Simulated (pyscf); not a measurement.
Single points on ωB97X-D3(BJ)/def2-SVP structures (PySCF, gas phase). Correlated levels are frozen-core, on RHF or UHF. ΔMP2 is the change of the MP2 total energy from the triple- to the quadruple-zeta basis.

**Question.** How much does it cost (ΔH, 298 K, CCSD(T)/def2-TZVPP + ΔMP2(QZVPP)) to split HO–B(Br)–Br at its B–O bond into OH• + [Br–B–Br]•?

**Answer.** B–O to OH• + [Br–B–Br]•: 6.31 eV. The radicals are drawn with the spin at the cut bond; how far it spreads was not checked. The CCSD(T) − MP2 part came from Ansatz, without density fitting, on the same reference. The frozen core leaves the outer d or s,p core shells of the metals and heavy elements correlated in the MP2 and CC values, and def2-TZVPP describes them poorly, which can shift differences by a few kcal/mol. Left out: the spin-orbit lowering of OH. Elements up to Kr have no core potential and no relativistic terms here.
